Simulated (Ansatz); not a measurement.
**H₂Si–PH, triplet: reading a ladder of total energies**

Geometry: displaced at random from a stationary point.

```xyz
5

Si   -0.0297   -0.0009    1.1316
P     0.0313    0.0075   -1.0907
H     0.5459   -1.2314    1.7135
H     0.6290    1.1262    1.7317
H    -1.3092   -0.0993   -1.4581
```

Basis cc-pVDZ; Ansatz 0.2.0. Correlated methods freeze the noble-gas cores, which leaves 12 electrons in 41 orbitals. R marks a restricted (for open shells ROHF) determinant, U an unrestricted one.

Full CI isn't at hand for all of this; UCCSDT(Q) serves as the reference, and is uncertain by the last step of the cluster series or more.

UCCSD has a T1 diagnostic of 0.018 and a largest doubles amplitude of 0.03.

Runs differ by some tens of microhartree through their thresholds and, for an open shell, their frozen cores, so steps under 0.03 kcal/mol mean nothing.

| level | total energy (hartree) |
| --- | --- |
| UHF | -631.355343 |
| UMP2 | -631.539337 |
| UCCSD | -631.580892 |
| UCCSD(T) | -631.587106 |
| UCCSDT | -631.588371 |
| UCCSDT(Q) | -631.588708 |

**Question.** What is the correlation energy at UCCSDT(Q), and what share of it do UMP2 and UCCSD(T) recover?

**Answer.** E(corr) = -631.588708 − (-631.355343) = -0.233365 hartree = -6.350 eV. UMP2: -0.183994 / -0.233365 = 78.84 %. UCCSD(T): -0.231763 / -0.233365 = 99.31 %.

**Question.** By how many kcal/mol does UCCSD(T) miss UCCSDT(Q) (1 hartree = 627.509 kcal/mol), and which steps make up the rest?

**Answer.** -631.587106 − (-631.588708) = 0.001602 hartree = 1.01 kcal/mol. Steps: UCCSDT − UCCSD(T) = -0.79, UCCSDT(Q) − UCCSDT = -0.21 kcal/mol. Differences between like states or geometries often cancel part of this.
